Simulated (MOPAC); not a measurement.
MOPAC input (PM6):

```
PM6 FORCE THERMO(298,298) PRECISE LET UHF MS=0.5 GEO-OK AUX(PRECISION=9) THREADS=1
CH2Cl

C     0.01207314 1   -0.24117880 1   -1.07090984 1
Cl   -0.00633372 1    0.12652671 1    0.56181844 1
H     0.94868015 1   -0.33673873 1   -1.57754472 1
H    -0.91297587 1   -0.37652527 1   -1.58957208 1
```

Q: Which zero-point energy does it print?

A: 13.38 kcal/mol, from the harmonic wavenumbers of PM6.
